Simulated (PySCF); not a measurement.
# AlF + 3 HF → AlH₃ + 2 F₂

Level: PBE in the def2-TZVP basis family, all electrons, no relativity, computed in PySCF with density fitting; open shells unrestricted.

```json
{"species": "AlF", "state and structure": "singlet, C∞v, Al–F 1.685 Å", "ZPE (kJ/mol)": "4.5", "H(298 K) − H(0) (kJ/mol)": "8.9", "S° (J/(mol K))": "215.6"}
{"species": "HF", "state and structure": "singlet, C∞v, H–F 0.932 Å", "ZPE (kJ/mol)": "23.8", "H(298 K) − H(0) (kJ/mol)": "8.7", "S° (J/(mol K))": "173.9"}
{"species": "AlH₃", "state and structure": "singlet, D3h, Al–H 1.596 Å (×3)", "ZPE (kJ/mol)": "46.9", "H(298 K) − H(0) (kJ/mol)": "10.7", "S° (J/(mol K))": "208.0"}
{"species": "F₂", "state and structure": "singlet, D∞h, F–F 1.413 Å", "ZPE (kJ/mol)": "6.0", "H(298 K) − H(0) (kJ/mol)": "8.8", "S° (J/(mol K))": "202.5"}
```

(1) Is the gas-phase reaction uphill or downhill in electronic energy at this level, and by how much?

(2) Add zero-point, thermal and entropy terms for 298.15 K and 1 bar.

Results:

(1) At PBE/def2-TZVP, ΔE = 1136.9 kJ/mol, uphill. 

(2) ΔZPE = -17.0 and Δ[H(298) − H(0)] = -6.7 kJ/mol give ΔH° = 1113.2 kJ/mol. ΔS° = -124.3 J/(mol K), so ΔG° = 1113.2 − 298.15 × (-0.1243) = 1150 kJ/mol.

Each species is the lowest minimum found with this bonding; other isomers or fragments can lie lower.
